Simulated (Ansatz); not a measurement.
Ideal-gas functions of `C[S][MgH]` at 500 K and 1 bar, from an Ansatz frequency run at PBE0-D4/def2-TZVP.

Molar mass 72.41 g/mol, point group Cs (symmetry number 1), electronic degeneracy 1, moments of inertia 29.708, 124.382, 150.892 u Å². Harmonic wavenumbers (cm⁻¹, unscaled): 65, 117, 316, 316, 437, 720, 958, 971, 1347, 1475, 1480, 1640, 3059, 3143, 3146.

Use S(trans) = R[1.5 ln M + 2.5 ln T − 1.1517]; rotational temperatures θ = 24.2544 K / I; S(rot) = R[ln(√π/σ · √(T³/θAθBθC)) + 1.5]; for each mode x = 1.438777 ν̃/T, S = R[x/(eˣ − 1) − ln(1 − e⁻ˣ)] and H = RT x/(eˣ − 1); 1 cm⁻¹ = 0.0119627 kJ/mol; R = 8.31446 J/(mol·K).

By hand: the entropy, in J/(mol·K).

Translation 173.0. Rotation: θ = 0.8164, 0.195, 0.1607 K, giving 110.0. Vibration, mode by mode: 22.27, 17.41, 9.39, 9.39, 6.94, 3.60, 2.10, 2.04, 0.86, 0.63, 0.63, 0.43, 0.01, 0.01, 0.01, in all 75.7. Electronic 0.0. Sum 358.7 J/(mol·K).

By hand: H − E and G − E in kJ/mol, counted from the electronic energy.

Zero-point energy ½ × 19190 × 0.0119627 = 114.8; thermal vibration 18.3; translation, rotation and pV give 4 RT = 16.6. H − E = 149.7 kJ/mol, and G − E = 149.7 − 500 × 358.7/1000 = -29.7 kJ/mol.

Vibration gives 21 % of the entropy, 39.7 J/(mol·K) of it from the modes under 150 cm⁻¹: soft modes count most, and the harmonic formula is weakest for them.
